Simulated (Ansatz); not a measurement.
For zinc-blende CdS (metastable phase), r²SCAN-D4 (PAW; Ansatz, a first-principles code) gives:

* **equilibrium lattice constant a**: 5.856 Å
* **bulk modulus**: 62.4 GPa
* **cohesive energy**: 2.94 eV/atom

Task: What does r²SCANh (Ansatz, PAW) give for the same quantities?

Result: 
- lattice constant a: 5.870 Å (grows by 0.2 %)
- bulk modulus: 62.0 GPa (drops by 0.6 %)
- cohesive energy: 2.80 eV/atom (shrinks by 0.14 eV/atom)

For comparison: lattice constant a 5.832 Å (measured, room temperature, no zero-point or thermal correction, our sources range from 5.818 to 5.832; as tabulated in arXiv:1206.3780); cohesive energy 2.87 eV/atom (measured, zero-point energy (9/8 kB θD) added and atomic spin-orbit splittings removed, spin-orbit-averaged atoms; as tabulated in Albrecht et al. (1997), arXiv:cond-mat/9706128).

Changes are worked out from the printed values.

Unless a cell is named, each level is at its own relaxed cell (r²SCAN-D4 25.10, r²SCANh 25.28 Å³/atom).

Ansatz's density-functional and Hartree–Fock values are scalar-relativistic unless marked +SOC, with PAW data made under PBE.
